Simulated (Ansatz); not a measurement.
Relaxation of CH₆AlN (9 atoms, charge 0, multiplicity 1), to a largest force component of 0.015 eV/Å in at most 40 steps.

All numbers below come from Ansatz, RKS BLYP-D4/def2-TZVP.

```xyz
9
Properties=species:S:1:pos:R:3:forces:R:3
C -0.339 0.860 -0.733 -1.63 3.71 -0.87
N 0.783 0.232 -0.197 1.79 -3.26 1.51
Al 0.235 -1.034 1.138 0.69 0.84 -0.13
H -1.010 0.183 -1.212 -1.22 -0.49 -0.54
H -0.064 1.618 -1.545 -0.22 -0.49 0.69
H -0.914 1.492 0.049 0.65 -0.94 -0.88
H 1.263 -0.306 -0.965 -0.21 0.61 0.80
H 0.625 -2.570 0.943 0.01 0.10 0.00
H -0.491 -0.521 2.505 0.14 -0.08 -0.58
```

Problem. Where does it end, and by what steps?

Solution. The forces met the threshold. The force dipped under the threshold on the way, but the program's further checks kept it going. After 7 steps the energy has fallen by 0.850 eV; H8 moved furthest, 0.76 Å.

| step | energy less start (eV) | largest force component (eV/Å) | accepted |
| --- | --- | --- | --- |
| 0 | 0.0000 | 3.715 | yes |
| 1 | -0.4504 | 1.806 | yes |
| 2 | -0.6580 | 0.667 | yes |
| 3 | -0.7719 | 0.427 | yes |
| 4 | -0.8354 | 0.194 | yes |
| 5 | -0.8485 | 0.049 | yes |
| 6 | -0.8496 | 0.009 | yes |
| 7 | -0.8497 | 0.012 | yes |

```xyz
9
Properties=species:S:1:pos:R:3
C -0.392 0.949 -0.782
N 0.340 -0.255 -0.369
Al 0.338 -1.090 1.208
H -1.077 0.752 -1.622
H 0.287 1.763 -1.086
H -0.995 1.319 0.058
H 0.914 -0.623 -1.127
H 1.245 -2.382 1.347
H -0.572 -0.480 2.355
```

Run time: 16 s on 2 threads of Intel(R) Xeon(R) Platinum 8259CL CPU @ 2.50GHz (Skylake/Cascade Lake), on a shared host, peak memory 0.23 GiB.
